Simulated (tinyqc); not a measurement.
Inside a calculation. Method: RHF in the sto-3g basis, for BH3, spin multiplicity 1. One step of it, computed by the program tinyqc.

Question. Iteration 1: diagonalisation and new density. Diagonalise F' = X^T F X, C = X C', fill 4 alpha and 4 beta electrons from the bottom; D = 2 C_occ C_occ^T; the new density keeps 0.2 of the old one (damping). Each column has its largest component positive (the first on a tie).

Fock matrix F (hartree), order 1B 1s, 1B 2s, 1B 2px, 1B 2py, 1B 2pz, 2H 1s, 3H 1s, 4H 1s:
$$\begin{pmatrix}
-7.646296 & -2.257894 & 0.000513 & -0.061429 & -0.188064 & -0.290942 & -0.382914 & -0.372353 \\
-2.257894 & -0.975741 & -0.047604 & 0.030303 & 0.023834 & -0.323326 & -0.261243 & -0.369773 \\
0.000513 & -0.047604 & -0.091129 & 0.090521 & -0.060768 & -0.235485 & 0.167757 & 0.011084 \\
-0.061429 & 0.030303 & 0.090521 & -0.116754 & -0.062633 & 0.001098 & -0.063222 & 0.188435 \\
-0.188064 & 0.023834 & -0.060768 & -0.062633 & 0.013046 & 0.025488 & -0.015123 & 0.014805 \\
-0.290942 & -0.323326 & -0.235485 & 0.001098 & 0.025488 & -0.234654 & -0.014230 & -0.085871 \\
-0.382914 & -0.261243 & 0.167757 & -0.063222 & -0.015123 & -0.014230 & 0.046295 & -0.077104 \\
-0.372353 & -0.369773 & 0.011084 & 0.188435 & 0.014805 & -0.085871 & -0.077104 & -0.152373
\end{pmatrix}$$

X, order 1B 1s, 1B 2s, 1B 2px, 1B 2py, 1B 2pz, 2H 1s, 3H 1s, 4H 1s:
$$\begin{pmatrix}
-0.434529 & 0.000000 & -0.000405 & 0.918649 & 0.005666 & 0.000144 & 0.000000 & 0.244914 \\
1.137113 & 0.000000 & 0.000801 & -0.007977 & 0.000571 & 0.000226 & 0.000000 & 0.519109 \\
-0.000850 & 0.000000 & 0.958485 & 0.000012 & 0.000000 & 0.602609 & 0.000000 & -0.000214 \\
0.000000 & 0.958508 & 0.000000 & 0.000000 & 0.000000 & 0.000000 & 0.602622 & 0.000000 \\
-0.000708 & 0.000000 & 0.000000 & -0.006351 & 0.999980 & 0.000000 & 0.000000 & -0.000321 \\
-0.545310 & 0.000000 & -0.819029 & -0.249297 & -0.001539 & 0.470469 & 0.000000 & 0.295209 \\
-0.546382 & -0.709033 & 0.408960 & -0.249186 & -0.001538 & -0.235064 & 0.407328 & 0.295474 \\
-0.546382 & 0.709033 & 0.408960 & -0.249186 & -0.001538 & -0.235064 & -0.407328 & 0.295474
\end{pmatrix}$$

D at the start, order 1B 1s, 1B 2s, 1B 2px, 1B 2py, 1B 2pz, 2H 1s, 3H 1s, 4H 1s:
$$\begin{pmatrix}
0.741345 & -0.111416 & 0.147049 & 0.153899 & 0.667726 & -0.138958 & 0.541060 & 0.490900 \\
-0.111416 & 1.086087 & -0.054059 & 0.453093 & -0.804772 & 0.145983 & -0.469779 & 0.410600 \\
0.147049 & -0.054059 & 1.474712 & -0.396790 & 0.423646 & -0.221244 & -0.308019 & 0.714082 \\
0.153899 & 0.453093 & -0.396790 & 2.202025 & 0.299817 & 0.311365 & -1.258002 & 0.321615 \\
0.667726 & -0.804772 & 0.423646 & 0.299817 & 1.281673 & -0.174007 & 0.267421 & 0.296473 \\
-0.138958 & 0.145983 & -0.221244 & 0.311365 & -0.174007 & 0.094454 & -0.255794 & -0.095260 \\
0.541060 & -0.469779 & -0.308019 & -1.258002 & 0.267421 & -0.255794 & 1.608367 & -0.136529 \\
0.490900 & 0.410600 & 0.714082 & 0.321615 & 0.296473 & -0.095260 & -0.136529 & 0.838752
\end{pmatrix}$$

overlap S, order 1B 1s, 1B 2s, 1B 2px, 1B 2py, 1B 2pz, 2H 1s, 3H 1s, 4H 1s:
$$\begin{pmatrix}
1.000000 & 0.269328 & 0.000000 & 0.000000 & 0.000000 & 0.033312 & 0.033331 & 0.033331 \\
0.269328 & 1.000000 & 0.000000 & 0.000000 & 0.000000 & 0.330530 & 0.330641 & 0.330641 \\
0.000000 & 0.000000 & 1.000000 & 0.000000 & 0.000000 & 0.374795 & -0.187480 & -0.187480 \\
0.000000 & 0.000000 & 0.000000 & 1.000000 & 0.000000 & 0.000000 & 0.324648 & -0.324648 \\
0.000000 & 0.000000 & 0.000000 & 0.000000 & 1.000000 & -0.000250 & -0.000250 & -0.000250 \\
0.033312 & 0.330530 & 0.374795 & 0.000000 & -0.000250 & 1.000000 & 0.041388 & 0.041388 \\
0.033331 & 0.330641 & -0.187480 & 0.324648 & -0.000250 & 0.041388 & 1.000000 & 0.041424 \\
0.033331 & 0.330641 & -0.187480 & -0.324648 & -0.000250 & 0.041388 & 0.041424 & 1.000000
\end{pmatrix}$$

Give: F' = X^T F X; orbital energies; coefficients C; D after iteration 1.

Answer.

F' = X^T F X (hartree):
$$\begin{pmatrix}
0.007 & 0.006 & -0.054 & 1.277 & 0.103 & 0.004 & -0.013 & 0.455 \\
0.006 & 0.259 & 0.009 & -0.029 & -0.039 & -0.033 & -0.072 & -0.058 \\
-0.054 & 0.009 & 0.292 & -0.080 & -0.080 & 0.038 & 0.153 & -0.016 \\
1.277 & -0.029 & -0.080 & -5.985 & -0.217 & 0.063 & -0.085 & -2.832 \\
0.103 & -0.039 & -0.080 & -0.217 & 0.011 & -0.024 & -0.050 & -0.045 \\
0.004 & -0.033 & 0.038 & 0.063 & -0.024 & -0.261 & 0.049 & -0.039 \\
-0.013 & -0.072 & 0.153 & -0.085 & -0.050 & 0.049 & -0.158 & 0.077 \\
0.455 & -0.058 & -0.016 & -2.832 & -0.045 & -0.039 & 0.077 & -1.800
\end{pmatrix}$$

orbital energies (hartree): MO1 -7.658, MO2 -0.484, MO3 -0.254, MO4 -0.185, MO5 0.003, MO6 0.235, MO7 0.281, MO8 0.425

coefficients C, order 1B 1s, 1B 2s, 1B 2px, 1B 2py, 1B 2pz, 2H 1s, 3H 1s, 4H 1s:
$$\begin{pmatrix}
0.992 & -0.211 & 0.088 & -0.092 & -0.047 & 0.182 & 0.026 & 0.109 \\
0.024 & 0.632 & -0.281 & 0.273 & 0.024 & -0.844 & -0.098 & -0.535 \\
0.005 & 0.207 & 0.522 & -0.224 & 0.164 & -0.567 & 0.026 & 0.753 \\
0.010 & -0.190 & 0.043 & 0.705 & 0.116 & -0.092 & 0.845 & 0.108 \\
0.024 & -0.134 & 0.168 & 0.026 & 0.934 & 0.046 & -0.154 & -0.235 \\
-0.005 & 0.323 & 0.454 & 0.329 & -0.163 & 0.909 & -0.072 & -0.248 \\
0.007 & 0.005 & -0.304 & 0.144 & 0.121 & 0.283 & -0.705 & 0.796 \\
0.012 & 0.312 & -0.221 & -0.309 & 0.327 & 0.367 & 0.786 & 0.488
\end{pmatrix}$$

D after iteration 1, order 1B 1s, 1B 2s, 1B 2px, 1B 2py, 1B 2pz, 2H 1s, 3H 1s, 4H 1s:
$$\begin{pmatrix}
1.820 & -0.276 & 0.074 & 0.012 & 0.237 & -0.130 & 0.054 & 0.027 \\
-0.276 & 1.102 & -0.134 & 0.187 & -0.360 & 0.295 & 0.110 & 0.362 \\
0.074 & -0.134 & 0.880 & -0.358 & 0.171 & 0.324 & -0.365 & 0.172 \\
0.012 & 0.187 & -0.358 & 1.296 & 0.142 & 0.366 & -0.112 & -0.394 \\
0.237 & -0.360 & 0.171 & 0.142 & 0.332 & 0.031 & -0.023 & -0.079 \\
-0.130 & 0.295 & 0.324 & 0.366 & 0.031 & 0.689 & -0.194 & -0.181 \\
0.054 & 0.110 & -0.365 & -0.112 & -0.023 & -0.194 & 0.502 & 0.012 \\
0.027 & 0.362 & 0.172 & -0.394 & -0.079 & -0.181 & 0.012 & 0.555
\end{pmatrix}$$
